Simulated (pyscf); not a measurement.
Thermochemistry of product channels of H₃C–InH–CH₃ + hydrogen chloride (HCl) on the singlet surface, in kJ/mol, from ωB97M-D3(BJ)/def2-TZVP energies (ideal gas, 1 atm, RRHO with modes under 100 cm⁻¹ raised to 100, one conformer, R ln 2 for chiral ones without a mode under 150 cm⁻¹). PySCF, gas phase, ωB97X-D3(BJ)/def2-SVP geometries.

```csv
products,ΔE,ΔH(298 K),ΔG(900 K),ΔG(1200 K)
H₃C–In(CH₃)–Cl + hydrogen (H₂),-123.6,-123.5,-107.8,-103.9
methane (CH₄) + H₃C–InH–Cl,-168.3,-158.9,-145.2,-138.1
```

These are energies of the channels, which say nothing of barriers. Elements past Kr carry the def2 core potentials, without spin-orbit coupling.
